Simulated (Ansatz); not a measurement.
`C/N=N\C` at its PBE0-D4/def2-TZVP geometry, where that method's forces vanish. The species carries charge 0 and has multiplicity 1.

```xyz
10

C    -0.8034    0.7669    0.7538
N     0.6312    1.0267    0.6264
N     1.3239    0.2933   -0.0775
C     0.7070   -0.8320   -0.7808
H    -1.3055    0.8194   -0.2182
H    -1.2227    1.5226    1.4142
H    -0.9928   -0.2258    1.1760
H     1.4866   -1.3451   -1.3395
H     0.2444   -1.5348   -0.0796
H    -0.0688   -0.4913   -1.4748
```

Task: What forces (eV/Å) does PBE-D4/def2-TZVPP give on these atoms in Ansatz? (Best estimate.)

Result: The calculation gave: 
```
C1  -0.189  0.044  0.075
N2  -0.221  0.766  0.622
N3   0.835 -0.350 -0.449
C4   0.008 -0.166 -0.126
H5  -0.121 -0.008 -0.204
H6  -0.106  0.151  0.137
H7  -0.059 -0.217  0.076
H8   0.151 -0.120 -0.124
H9  -0.118 -0.155  0.136
H10 -0.181  0.055 -0.143
```
